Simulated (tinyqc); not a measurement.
CIS on RHF in the sto-6g basis, frozen core, for HF, spin multiplicity 1, step by step. One step of it, computed by the program tinyqc.

Problem. CIS matrix, triplets. A(ia,jb) = (e_a - e_i) d_ij d_ab - (ij|ab).

orbital energies (hartree): MO1 -26.232098, MO2 -1.506690, MO3 -0.611863, MO4 -0.476365, MO5 -0.476365, MO6 0.683383

Two-electron integrals over orbitals (pq|rs), unique and non-zero (hartree); the lowest 1 orbital is frozen and left out:
```
p,q,r,s,(pq|rs)
2,2,2,2,0.862880
3,2,2,2,-0.003709
3,2,3,2,0.158826
3,3,2,2,0.772277
3,3,3,2,-0.061946
3,3,3,3,0.806370
4,2,4,2,0.178125
4,3,4,2,-0.046328
4,3,4,3,0.053012
4,4,2,2,0.876761
4,4,3,2,-0.075479
4,4,3,3,0.781261
4,4,4,4,0.998085
5,2,5,2,0.178125
5,3,5,2,-0.046328
5,3,5,3,0.053012
5,4,5,4,0.053789
5,5,2,2,0.876761
5,5,3,2,-0.075479
5,5,3,3,0.781261
5,5,4,4,0.890506
5,5,5,5,0.998085
6,2,2,2,-0.141919
6,2,3,2,-0.034832
6,2,3,3,-0.049534
6,2,4,4,-0.141038
6,2,5,5,-0.141038
6,2,6,2,0.100879
6,3,2,2,-0.142418
6,3,3,2,0.091654
6,3,3,3,-0.132692
6,3,4,4,-0.178041
6,3,5,5,-0.178041
6,3,6,2,0.061324
6,3,6,3,0.156708
6,4,4,2,-0.046346
6,4,4,3,-0.011308
6,4,6,4,0.032418
6,5,5,2,-0.046346
6,5,5,3,-0.011308
6,5,6,5,0.032418
6,6,2,2,0.697299
6,6,3,2,0.078010
6,6,3,3,0.671003
6,6,4,4,0.658095
6,6,5,5,0.658095
6,6,6,2,-0.070637
6,6,6,3,-0.009099
6,6,6,6,0.723175
```

Give: CIS matrix A, triplet.

Solution.

CIS matrix A, triplet (hartree), lower triangle:
```
,2>6,3>6,4>6,5>6
2>6,1.4928
3>6,-0.0780,0.6242
4>6,0.0000,0.0000,0.5017
5>6,0.0000,0.0000,0.0000,0.5017
```
